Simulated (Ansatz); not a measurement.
A calculation with Ansatz (development build ahead of 0.2.0).

```yaml
crystal:
  periodic: [false, false, false]
  atoms:
    - { symbol: C, position_ang: [1.39, 0.0, 0.0] }
    - { symbol: C, position_ang: [0.695, 1.20378, 0.0] }
    - { symbol: C, position_ang: [-0.695, 1.20378, 0.0] }
    - { symbol: C, position_ang: [-1.39, 0.0, 0.0] }
    - { symbol: C, position_ang: [-0.695, -1.20378, 0.0] }
    - { symbol: C, position_ang: [0.695, -1.20378, 0.0] }
    - { symbol: H, position_ang: [2.48, 0.0, 0.0] }
    - { symbol: H, position_ang: [1.24, 2.14774, 0.0] }
    - { symbol: H, position_ang: [-1.24, 2.14774, 0.0] }
    - { symbol: H, position_ang: [-2.48, 0.0, 0.0] }
    - { symbol: H, position_ang: [-1.24, -2.14774, 0.0] }
    - { symbol: H, position_ang: [1.24, -2.14774, 0.0] }
basis:
  gaussian: { orbitals: "6-31G" }
hamiltonian:
  xc: hf
correlation:
  method: mp2
  frozen_orbitals: { C: 1, H: 0 }
output:
  forces: true
```

The input is written out in the form of the current development build from the run's settings.

Output:

```yaml
Converged: yes
Reference_energy: -230.62328 hartree
Correlation_energy: -0.51458 hartree
Total_energy: -231.13786 hartree
```

Forces (eV/Å):
```tsv
atom	Fx	Fy	Fz
C1	1.120	0.000	0.000
C2	0.560	0.970	0.000
C3	-0.560	0.970	0.000
C4	-1.120	0.000	0.000
C5	-0.560	-0.970	0.000
C6	0.560	-0.970	0.000
H7	0.050	0.000	0.000
H8	0.025	0.043	0.000
H9	-0.025	0.043	0.000
H10	-0.050	0.000	0.000
H11	-0.025	-0.043	0.000
H12	0.025	-0.043	0.000
```
